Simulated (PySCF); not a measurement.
## Basis-set dependence of excited states

Streptocyanine-5, C₅H₉N₂ (charge +1).
Structure used (PBE0-D3(BJ)/def2-SVP), in Å, numbered top down from 1:
```
atom  x, y, z in Å
N1    -3.660    0.086   -0.051
C2    -2.435   -0.254    0.305
C3    -1.264    0.277   -0.215
C4    -0.024   -0.164    0.243
C5     1.214    0.292   -0.202
C6     2.387   -0.223    0.330
N7     3.611    0.133   -0.014
H8    -3.830    0.790   -0.762
H9    -4.472   -0.347    0.374
H10   -2.372   -1.025    1.082
H11   -1.315    1.047   -0.991
H12   -0.023   -0.938    1.022
H13    1.263    1.063   -0.978
H14    2.326   -0.994    1.106
H15    4.424   -0.289    0.419
H16    3.779    0.838   -0.724
```

TDDFT with PBE0 (PySCF), vertical singlets, core orbitals frozen in the response, spherical d and f functions. The structure is a single PBE0-D3(BJ)/def2-SVP conformer in the gas phase; no vibrational or solvent corrections.

**Question.** How do the low singlets change with the basis? Take 6-31G*, def2-SVP, 6-31+G*, def2-SVPD, aug-cc-pVDZ and def2-TZVP.

**Answer.** 

```tsv
basis	functions	diffuse	S1 (eV)	S2 (eV)	S3 (eV)	S4 (eV)	S5 (eV)	LUMO (eV)	α (au)
6-31G*	116	no	4.24	6.13	6.95	6.95	7.21	-5.95	93.1
def2-SVP	143	no	4.24	6.11	6.81	6.82	6.91	-6.11	96.0
6-31+G*	144	yes	4.18	6.02	6.05	6.14	6.15	-6.11	102.4
def2-SVPD	212	yes	4.16	6.02	6.39	6.54	6.56	-6.22	106.5
aug-cc-pVDZ	242	yes	4.14	5.99	5.99	6.10	6.10	-6.16	107.9
def2-TZVP	271	no	4.18	6.04	6.57	6.62	6.64	-6.14	103.4
```

States are compared by their number. Against the largest diffuse basis here (aug-cc-pVDZ, itself not a converged limit), sets without diffuse functions differ by up to 0.10 eV in S1 and 1.11 eV in S5; the smaller diffuse sets differ by up to 0.03 and 0.46 eV. State by state, the largest deviation of a set without diffuse functions is S1 0.10, S2 0.14, S3 0.95, S4 0.85, S5 1.11 eV. The same number needn't mean the same state in each row. Against aug-cc-pVDZ the polarisability deviates by -14% in 6-31G*, -11% in def2-SVP, -5% in 6-31+G*, -1% in def2-SVPD, -4% in def2-TZVP. A single + in a Pople set puts diffuse functions on heavy atoms only.
